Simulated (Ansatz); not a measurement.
**[SiH3]− (SMILES [SiH3-]): levels of theory compared**

Wanted: a comparison of 6 runs (B3LYP/STO-3G, PBE0/6-31G*, B3LYP/6-31G*, PBE0/def2-SVP, B3LYP/pcseg-2, CCSDTQ/STO-6G) of [SiH3]−. 

Program for the calculation: Ansatz 0.2.0.

6 further runs of the same task are left out: 4 for a known fault of the program, 1 that didn't finish, 1 set aside as unsound or not needed.

### 1 The structure to begin with

[SiH3]− has 4 atoms, charge -1, and is taken as a singlet. SMILES: `[SiH3-]`. The coordinates come from a PBE0-D4/def2-TZVPD relaxation.

Bond lengths: Si1–H2 1.546 Å, Si1–H3 1.546 Å, Si1–H4 1.546 Å. Angles: H2–Si1–H3 94.1°, H2–Si1–H4 94.1°, H3–Si1–H4 94.1°.

### 2 Energy and gradient at B3LYP/STO-3G (run 1)

The input, molecule.yaml:

```yaml
basis:
  gaussian:
    orbitals: STO-3G
crystal:
  periodic: [false, false, false]
  atoms:
    - {symbol: Si, position_ang: [0.539700, -0.050700, -0.300900]}
    - {symbol: H, position_ang: [0.426600, 0.622300, 1.085900]}
    - {symbol: H, position_ang: [-0.298500, -1.283700, 0.106800]}
    - {symbol: H, position_ang: [-0.667800, 0.712200, -0.891800]}
total_charge: -1
hamiltonian:
  xc: {name: B3LYP}
accuracy: high
output:
  forces: true
  orbitals: {seedname: orbitals}
```

Command:

```console
ansatz run molecule.yaml --threads 1 --pin off --max-ram 2610MiB --events-out events.jsonl --progress --plain --runs-dir runs
```

What it wrote:

```text
Warning: RAYON_NUM_THREADS=1 ignored (pool sized by the plan → 1); use --threads N
Functional definition: B3LYP
  name "B3LYP"
  parameter a0 = 0.2
  parameter ax = 0.72
  parameter ac = 0.81
  exchange = (1 - a0 - ax)*slater_x + ax*b88_x + a0*exact_x
  correlation = (1 - ac)*vwn_rpa_c + ac*lyp_c
181 factors; integrals over basis functions are off by at most 8.1e-9 eV
mean field evaluation 1: about -7829.0287 eV, gradient 1.2e1 eV
mean field evaluation 2: about -7829.2585 eV, gradient 7.9e0 eV
mean field evaluation 4: about -7829.5127 eV, gradient 6.8e-3 eV
mean field evaluation 8: about -7829.4861 eV, gradient 2.4e-4 eV
mean field -7829.48608885 eV, -287.7283067490 hartree, gradient 2.7e-8 eV, S^2 0.000000; 0 other end points of the search recorded, 0 dependent functions left out
the calculation of the forces begins
reference -7829.48611310 eV, -287.7283076400 hartree; 9, 9 occupied and 3, 3 virtual orbitals, 181 factors
Total energy: -7829.48611310 eV, -287.7283076400 hartree
Atom 0 at     0.539700    -0.050700    -0.300900 Å, force    -0.121896     0.011551     0.066336 eV/Å
Atom 1 at     0.426600     0.622300     1.085900 Å, force    -0.327707    -0.370967    -0.619748 eV/Å
Atom 2 at    -0.298500    -1.283700     0.106800 Å, force     0.112455     0.785390    -0.026228 eV/Å
Atom 3 at    -0.667800     0.712200    -0.891800 Å, force     0.337148    -0.425975     0.579640 eV/Å
Dipole moment:     0.110109    -0.010353    -0.061328 e Å
```

Run time: 0.64 s. Hardware: 1 thread of Arm Neoverse V2, shared host; peak memory 0.095 GiB.

### 3 Energy and gradient at PBE0/6-31G(d) (spherical functions) (run 2)

The input, input.yaml:

```yaml
crystal:
  periodic: [false, false, false]
  atoms:
    - {symbol: Si, position_ang: [0.539700, -0.050700, -0.300900]}
    - {symbol: H, position_ang: [0.426600, 0.622300, 1.085900]}
    - {symbol: H, position_ang: [-0.298500, -1.283700, 0.106800]}
    - {symbol: H, position_ang: [-0.667800, 0.712200, -0.891800]}
basis:
  gaussian: {orbitals: 6-31G_st_-spherical.json}
total_charge: -1
hamiltonian: {xc: {name: PBE0}}
accuracy: high
output: {forces: true, orbitals: {seedname: orbitals}}
```

The basis set 6-31G* is read from a file made from the Basis Set Exchange's data (not shown).

Command:

```console
ansatz run input.yaml --threads 1 --pin off --max-ram 2610MiB --events-out events.jsonl --progress --plain --runs-dir runs
```

What it wrote, shortened:

```text
Warning: RAYON_NUM_THREADS=1 ignored (pool sized by the plan → 1); use --threads N
Functional definition: PBE0
  name "PBE0"
[...]
454 factors; integrals over basis functions are off by at most 3.7e-9 eV
[...]
mean field -7921.69776575 eV, -291.1170233718 hartree, gradient 1.7e-8 eV, S^2 0.000000; 0 other end points of the search recorded, 0 dependent functions left out
[...]
reference -7921.69776776 eV, -291.1170234457 hartree; 9, 9 occupied and 15, 15 virtual orbitals, 454 factors
Total energy: -7921.69776776 eV, -291.1170234457 hartree
Atom 0 at     0.539700    -0.050700    -0.300900 Å, force     0.165241    -0.015485    -0.093383 eV/Å
Atom 1 at     0.426600     0.622300     1.085900 Å, force    -0.038741     0.021923     0.058409 eV/Å
Atom 2 at    -0.298500    -1.283700     0.106800 Å, force    -0.058450    -0.030361     0.031115 eV/Å
Atom 3 at    -0.667800     0.712200    -0.891800 Å, force    -0.068049     0.023923     0.003859 eV/Å
Dipole moment:    -0.145841     0.013703     0.081388 e Å
```

Wall time 0.94 s (1 thread of Arm Neoverse V2, shared host); peak memory 0.097 GiB.

Runs 3 to 5 aren't shown in full; the table further down has their settings and results.

### 4 Energy and forces at CCSDTQ/STO-6G (run 6)

The input, job.yaml:

```yaml
crystal:
  periodic: [false, false, false]
  atoms:
    - {symbol: Si, position_ang: [0.539700, -0.050700, -0.300900]}
    - {symbol: H, position_ang: [0.426600, 0.622300, 1.085900]}
    - {symbol: H, position_ang: [-0.298500, -1.283700, 0.106800]}
    - {symbol: H, position_ang: [-0.667800, 0.712200, -0.891800]}
basis:
  gaussian: {orbitals: STO-6G.json, symmetry_tolerance_ang: 0.01}
total_charge: -1
correlation: {method: ccsdtq}
accuracy: high
scf: {lower_state_search: light}
output: {forces: true}
```

The basis set STO-6G is read from a file made from the Basis Set Exchange's data (not shown).

Command:

```console
ansatz run job.yaml --threads 1 --pin off --max-ram 2610MiB --events-out events.jsonl --progress --plain --runs-dir runs
```

What it wrote, shortened:

```text
Warning: RAYON_NUM_THREADS=1 ignored (pool sized by the plan → 1); use --threads N
Functional definition: HF
  name "HF"
[...]
183 factors; integrals over basis functions are off by at most 2.0e-8 eV
[...]
mean field -7874.74368101 eV, -289.3914925842 hartree, gradient 5.9e-8 eV, S^2 0.000000; 0 other end points of the search recorded, 0 dependent functions left out
5 core orbitals not correlated: weight in the atoms' cores, before any rotation towards them, 1.000 or more for the frozen orbitals, at most 0.000 for the correlated occupied ones
reference -7874.74368101 eV, -289.3914925842 hartree; 4, 4 occupied and 3, 3 virtual orbitals, 183 factors
second order -1.03816469 eV of doubles, -0.00000000 eV of singles
cycle   1  -1.35884087 eV  change   -3.2e-1 eV  update   5.0e-2
[...]
cycle  15  -1.54349591 eV  change  -9.0e-10 eV  update  8.4e-10
[...]
Total energy: -7876.28717693 eV, -289.4482150128 hartree
Atom 0 at     0.539700    -0.050700    -0.300900 Å, force    -0.509768     0.047296     0.283041 eV/Å
Atom 1 at     0.426600     0.622300     1.085900 Å, force    -0.239167    -0.423614    -0.758207 eV/Å
Atom 2 at    -0.298500    -1.283700     0.106800 Å, force     0.249993     0.860903    -0.099018 eV/Å
Atom 3 at    -0.667800     0.712200    -0.891800 Å, force     0.498943    -0.484585     0.574185 eV/Å
Dipole moment:     0.124728    -0.011696    -0.069501 e Å
```

Wall time 1 s (1 thread of Arm Neoverse V2, shared host).

### 5 Overview of the runs

```csv
run,level,Cartesian functions,lower state search,energy (Eh),HOMO energy (eV),LUMO energy (eV),HOMO–LUMO gap (eV),wall time
1,B3LYP/STO-3G,no,default,-287.728308,6.50,17.21,10.71,0.64 s
2,PBE0/6-31G* (spherical functions),no,default,-291.117023,0.69,7.22,6.53,0.94 s
3,B3LYP/6-31G* (Cartesian functions),yes,default,-291.271796,0.94,7.10,6.16,1 s
4,PBE0/def2-SVP,no,default,-291.043610,0.75,7.41,6.66,1.1 s
5,B3LYP/pcseg-2,no,default,-291.318560,0.43,5.51,5.08,3.6 s
6,CCSDTQ/STO-6G,no,light,-289.448215,–,–,–,1 s
```

### 6 Summary of results

| quantity | value |
| --- | --- |
| run 6: total energy | -289.44822 Eh |
| run 6: correlation energy (5 core orbitals frozen) | -56.7 mEh |
| run 6: T1 diagnostic | 0.008 |
| run 6: largest force on an atom | 0.902 eV/Å |

In words: Over runs 1, 2, 3, 4, 5 the HOMO–LUMO gap runs from 5.08 eV (B3LYP/pcseg-2) to 10.71 eV (B3LYP/STO-3G). The empty levels of an anion lie above zero and hang on the basis. Totals of different functionals can't be ranked against each other. In runs 1, 2, 3, 4, 5 the HOMO lies above zero, so the outermost electron may be held by the basis alone. In runs 1, 6 the basis is minimal, so the values are rough. All runs together took 8.3 s, the longest 3.6 s.
